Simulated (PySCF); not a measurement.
**Working out the ionisation energy of Ar**

Ar [Ar] (1S) → Ar⁺ [Ne] 3s2 3p5 (2P). Computed with PySCF 2.14 in aug-cc-pCVTZ-DK (8s7p5d3f, 75 functions), with the spin-free X2C one-electron Hamiltonian (Gaussian nucleus). Frozen: 1s2. Energies in hartree (1 hartree = 27.21139 eV):

| part | Ar (lower) | Ar⁺ (upper) |
| --- | --- | --- |
| UHF | -528.621686 | -528.087392 |
| CCSD correlation | -0.537682 | -0.500647 |
| (T) | -0.009907 | -0.007731 |

Q: What does Hartree-Fock give?

A: (-528.087392) − (-528.621686) = 0.534294 hartree = 14.539 eV.

Q: What do CCSD and CCSD(T) give?

A: The CCSD correlation energies differ by 0.037035 hartree = 1.008 eV and the triples by 0.002176 hartree = 0.059 eV, so CCSD gives 15.547 eV and CCSD(T) 15.606 eV.

Measured between the centres of the two terms (NIST): 15.819 eV, so CCSD(T) (valence and next inner shell) is off by -0.213 eV.

What remains against the reference includes basis incompleteness, the frozen core and higher excitations.
